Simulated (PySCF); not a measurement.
Molecule: SMILES C#N, CHN.

Atoms are numbered as in `[CH:1]#[N:2]`. Hydrogens are named by the atom that carries them.

Geometry PBE0-D3(BJ)/def2-SVP throughout; GIAO in PySCF, gas phase, one conformer, non-relativistic; equivalent atoms averaged; basis pcSseg-2.

(1) How do the absolute shieldings σ depend on the functional? (ppm; last column core-seconds on shared hosts with different chips, so compare them loosely; the GGAs took longer than the global hybrids here, which isn't the general rule, and the cause wasn't traced)

(2) Which nucleus moves most, in ppm?

Answers

(1) 
```tsv
functional	kind	C1	N2	H(C1)	core-s
HF	Hartree–Fock	71.2	-50.8	28.64	0.76
LDA	LDA	65.4	-57.9	28.37	2
PBE	GGA	70.4	-47.1	28.62	2.5
BLYP	GGA	68.8	-49.5	28.78	2.5
BP86	GGA	70.6	-46.0	28.65	2.6
OPBE	GGA	77.1	-33.8	28.56	2.6
KT2	GGA	81.1	-26.1	28.31	2.6
KT3	GGA	81.5	-24.0	28.49	2.6
B97-D	GGA	74.0	-36.5	28.75	2.6
B3LYP	global hybrid	68.0	-52.0	28.74	2
PBE0	global hybrid	69.7	-49.6	28.60	1.9
mPW1PW91	global hybrid	69.3	-50.4	28.65	2
WP04	global hybrid	63.3	-51.0	28.98	1.1
B97-2	global hybrid	72.2	-42.4	28.69	1
BHandHLYP	global hybrid	68.1	-53.4	28.67	1.1
CAM-B3LYP	range-separated hybrid	66.9	-52.6	28.66	1.3
wB97X-D	range-separated hybrid	68.5	-50.5	28.70	1.3
LC-wPBE	range-separated hybrid	66.4	-49.2	28.70	1.8
```

(2) N2 (nitrile nitrogen): from -57.9 ppm with LDA to -24.0 ppm with KT3. The smallest spread is 0.67 ppm, at H(C1). Proton shifts span only some 12 ppm, so a few tenths of a ppm matter as much there as several ppm in carbon.
